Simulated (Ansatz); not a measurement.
Job for Ansatz (a program for electronic structure): R-CCSD(T)/aug-cc-pV(T+d)Z on CH3Cl (SMILES CCl). Files ending in .json are basis or fitting sets from the Basis Set Exchange.

Ansatz 0.2 input:
```yaml
crystal:
  periodic: [false, false, false]
  atoms:
    - {symbol: C, position_ang: [0.00000000, 0.00000000, -1.12588600]}
    - {symbol: Cl, position_ang: [0.00000000, 0.00000000, 0.65683000]}
    - {symbol: H, position_ang: [0.00000000, 1.02799300, -1.47026400]}
    - {symbol: H, position_ang: [0.89026800, -0.51399700, -1.47026400]}
    - {symbol: H, position_ang: [-0.89026800, -0.51399700, -1.47026400]}
basis:
  gaussian:
    orbitals: aug-cc-pV_T+d_Z.json
magnetization: {spin_polarized: false}
correlation: {method: ccsd_t, electrons: outside_noble_gas}
scf: {lower_state_search: off}
```

Question: Give the final energy of this run.

Answer: -499.5779 hartree (reference determinant -499.1498, T1 diagnostic 0.008).

Question: How many basis functions does it have, and what does it roughly cost on one machine?

Answer: 170 functions; roughly 17 core-seconds.
